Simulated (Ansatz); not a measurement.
Consider the formal exchange of groups at a C–C bond: `C#CC#C` + `C=CSC` → `C#CC(=C)SC` + `C#C`.

Program: Ansatz. Geometries: PBE0-D4/def2-TZVP. ΔE: electronic, gas phase. CBS: MP2 limit from def2 TZ/QZ plus the TZ coupled-cluster correction, frozen cores. This one scheme is used for every species. Functionals use def2-TZVPP. Each species was taken in one conformer, which may not be the lowest.

```csv
species,LC-ωPBE energy (Eh)
`C#CC#C`,-153.40485
`C=CSC`,-515.95506
`C#CC(=C)SC`,-592.05902
`C#C`,-77.29542
```

(1) Work out ΔE.

Largest T1 diagnostic among the species: 0.014.

Answers

(1) ΔE = (-592.05902) + (-77.29542) − (-153.40485) − (-515.95506) = 0.00547 Eh = +14.4 kJ/mol. CCSD(T)/CBS gives +8.8 kJ/mol.

From BLYP to BHLYP (50 % exact exchange), in def2-TZVPP and without D4, ΔE moves by −12.4 kJ/mol. The D4 term adds −8.1 kJ/mol with B3LYP and −4.7 kJ/mol with PBE0; it sums over pairs of atoms, weighted by their polarisabilities, and B3LYP, whose exchange is more repulsive, gets the larger term. Leaving LDA and LC-ωPBE aside and taking each functional with its dispersion term where it has one, the values, not all of them listed here, spread over 16.9 kJ/mol, from ωB97M-V to B97M-V. LDA lies −4.6 kJ/mol from PBE without D4.

B3LYP here is the variant with VWN-RPA as its local correlation; programs differ in this.
